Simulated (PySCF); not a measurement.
# Solver options tried on NaO

Aim: find out which solver settings change the answer for NaO.

Computed with PySCF 2.14.0. Level: each script names its method and basis.

2 further runs of the same task are left out: 2 that didn't finish.

## Step 1: The system as given

NaO: 2 atoms, charge 0, spin multiplicity 2.

Bond lengths: Na1–O2 2.124 Å.

## Step 2: The run that the others are compared with

File input.py:

```python
from pyscf import gto, scf
from pyscf.hessian import thermo

mol = gto.M(
    atom='Na 0 0 0; O 0 0 2.124',
    basis='pcseg-2',
    charge=0,
    spin=1,
    verbose=4,
)
mf = scf.UHF(mol)
mf.kernel()
hess = mf.Hessian().kernel()
print('wavenumber (cm^-1) =', thermo.harmonic_analysis(mol, hess)['freq_wavenumber'].round(1))
mf.dip_moment()
print('orbital energies (hartree):', [e[max(0, n-3):n+3].round(4) for e, n in zip(mf.mo_energy, mol.nelec)])
```

The run is started by

```
> OMP_NUM_THREADS=1 python input.py
```

Its log is not repeated here.

In short: E(SCF) = -236.689112 Eh, 12 cycles, ⟨S²⟩ = 0.761, μ = 9.00 D, wavenumbers 432 cm⁻¹.

The bond length is a typed value, not an optimised one, so the wavenumber is not that of the minimum.

## Step 3: Initial guess random

Variant 1 changes initial guess: minao → random.

File input.py:

```python
from pyscf import gto, scf
from pyscf.hessian import thermo

mol = gto.M(
    atom='Na 0 0 0; O 0 0 2.124',
    basis='pcseg-2',
    charge=0,
    spin=1,
    verbose=4,
)
mf = scf.UHF(mol)
mf.init_guess = 'random'
mf.kernel()
hess = mf.Hessian().kernel()
print('wavenumber (cm^-1) =', thermo.harmonic_analysis(mol, hess)['freq_wavenumber'].round(1))
mf.dip_moment()
print('orbital energies (hartree):', [e[max(0, n-3):n+3].round(4) for e, n in zip(mf.mo_energy, mol.nelec)])
```

The run is started by

```
> OMP_NUM_THREADS=1 python input.py
```

## Step 4: Cycle limit 200

Variant 2 changes cycle limit: 50 → 200.

Edit input.py of step 2 so:

```diff
@@ -11,2 +11,3 @@
 mf = scf.UHF(mol)
+mf.max_cycle = 200
 mf.kernel()
```

## Step 5: DIIS space 20

Variant 3 changes DIIS space: default → 20.

Edit input.py of step 2 so:

```diff
@@ -11,2 +11,3 @@
 mf = scf.UHF(mol)
+mf.diis_space = 20
 mf.kernel()
```

## Step 6: Smearing width 0.005 hartree

Variant 4 changes smearing width: none → 0.005 hartree; step after the SCF: frequency → none.

File input.py:

```python
from pyscf import gto, scf

mol = gto.M(
    atom='Na 0 0 0; O 0 0 2.124',
    basis='pcseg-2',
    charge=0,
    spin=1,
    verbose=4,
)
mf = scf.UHF(mol)
mf = scf.addons.smearing_(mf, sigma=0.005, method='fermi')
mf.kernel()
mf.dip_moment()
print('orbital energies (hartree):', [e[max(0, n-3):n+3].round(4) for e, n in zip(mf.mo_energy, mol.nelec)])
```

Q: Predict the outcome of this session. Wanted: for each run, E(SCF); from base; gap, α spin; SCF dipole; after the SCF.

As calculated:

```csv
run,E(SCF) (hartree),from base (eV),cycles,"gap, α spin (eV)",SCF dipole (D),after the SCF
base,-236.689112,0,12,9.53,9.00,highest mode 432 cm⁻¹
initial guess random,-236.689112,0.0000,12,9.53,9.00,highest mode 432 cm⁻¹
cycle limit 200,-236.689112,0.0000,12,9.53,9.00,highest mode 432 cm⁻¹
DIIS space 20,-236.689112,0.0000,11,9.53,9.00,highest mode 432 cm⁻¹
smearing width 0.005 hartree,-236.445502,not comparable,11,n/a,8.90,n/a
```

Distance from each run's final energy (log10 hartree) by cycle:

```csv
run,cycle 1,cycle 2,cycle 3,cycle 5,cycle 8,cycle 12
base,-1.4,-1.9,-3.2,-4.2,-7.3,< -11
initial guess random,-1.4,-1.9,-3.2,-4.2,-7.3,< -11
cycle limit 200,-1.4,-1.9,-3.2,-4.2,-7.3,< -11
DIIS space 20,-1.4,-1.9,-3.2,-4.2,-7.3,done
smearing width 0.005 hartree,-1.2,-1.5,-3.2,-5.1,-8.1,done
```

**Reading.** The SCF energy stays the same, to the digits that matter, with initial guess random or cycle limit 200 or DIIS space 20. PySCF falls back to minao for a guess that it doesn't know or can't read, so that run repeats the base. With initial guess random, cycle limit 200, DIIS space 20 the path hardly changes: 11 to 12 cycles against 12.
